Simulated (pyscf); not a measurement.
Routes from `[NH2][NH2]` + `[SiH4]`

Candidate steps break at most two bonds and form at most two. Each was searched with GFN2-xTB (tblite) first. Optimised with ωB97X-D3(BJ)/def2-SVP in PySCF. Energies: ωB97M-D3(BJ)/def2-TZVP, kJ/mol, from the separated reactants, singlet surface; ΔG‡ with ideal gas, 1 atm, RRHO with modes under 100 cm⁻¹ raised to 100, one conformer, R ln 2 for chiral ones without a mode under 150 cm⁻¹.

| products | type | ΔE‡ | ΔE | ΔG‡ 298 K | ΔG‡ 900 K | ν‡ (cm⁻¹) |
|---|---|---|---|---|---|---|
| H₂N–NH–SiH₃ + H₂ | four-centre exchange | 166.6 | -18.6 | 197.3 | 276.1 | 1440i |
| H₂N–SiH₃ + NH₃ | four-centre exchange | 354.2 | -214.2 | 384.7 | 461.2 | 1229i |

Plain bond fissions and candidates not yet searched are not listed, and one of them may be faster. Each barrier is that of the saddle found; lower ones may exist. A restricted solution here is unstable towards spin polarisation, so biradical character is likely and single-reference numbers are less safe.
